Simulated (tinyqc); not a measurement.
Inside a calculation. Method: extended Hueckel theory, for LiH+. The parameters take no account of the charge, which enters only through the electron count. One step of it, computed by the program tinyqc.

Problem. Wolfsberg-Helmholz matrix. H_ij = K' S_ij (H_ii + H_jj)/2 for i != j (the diagonal keeps H_ii), with K' = K + D^2 + D^4 (1 - K), D = (H_ii - H_jj)/(H_ii + H_jj), K = 2.

overlap S, lower triangle:
```
           1Li 2s   1Li 2px   1Li 2py   1Li 2pz     2H 1s
1Li 2s   1.000000
1Li 2px  0.000000  1.000000
1Li 2py  0.000000  0.000000  1.000000
1Li 2pz  0.000000  0.000000  0.000000  1.000000
2H 1s    0.324412  0.000000  0.000000  0.452912  1.000000
```

diagonal H_ii (eV): 1Li 2s -5.400000, 1Li 2px -3.500000, 1Li 2py -3.500000, 1Li 2pz -3.500000, 2H 1s -13.600000

K = 2.000000

Give: H.

Solution.

H (eV), lower triangle:
```
          1Li 2s  1Li 2px  1Li 2py  1Li 2pz     2H 1s
1Li 2s   -5.4000
1Li 2px   0.0000  -3.5000
1Li 2py   0.0000   0.0000  -3.5000
1Li 2pz   0.0000   0.0000   0.0000  -3.5000
2H 1s    -6.6310   0.0000   0.0000  -8.6244  -13.6000
```
